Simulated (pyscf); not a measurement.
This saddle point was located with ωB97X-D3(BJ)/def2-SVP in PySCF.

```
Al
O 1 1.6955
H 2 0.9584 1 129.21
O 1 1.7459 2 117.77 3 -0.40
H 4 1.1491 1 150.50 2 2.12
H 4 1.1498 5 60.34 1 -178.22
H 6 1.2064 4 121.23 5 0.00
C 1 1.9319 2 121.69 3 179.12
H 8 1.1014 1 111.22 2 18.79
H 8 1.1020 9 108.43 1 -123.51
H 8 1.1034 9 107.50 10 -115.38
```

Surface: singlet, charge 0. Lowest wavenumbers (cm⁻¹): 2617i, 22, 51, 146, 197.

Task: What reaction is this the transition state of?

Result: H₃C–Al(OH)–OH + H₂ ⇌ H₃C–Al(OH)–OH + H₂, a four-centre exchange read from left to right: H–O, H–H broken and H–O, H–H formed. At ωB97M-D3(BJ)/def2-TZVP it lies +281.5 kJ/mol from the left side and +281.5 kJ/mol from the right (each side as separated species at their lowest minima found). This is the saddle that the search found; another between the same sides may lie lower.
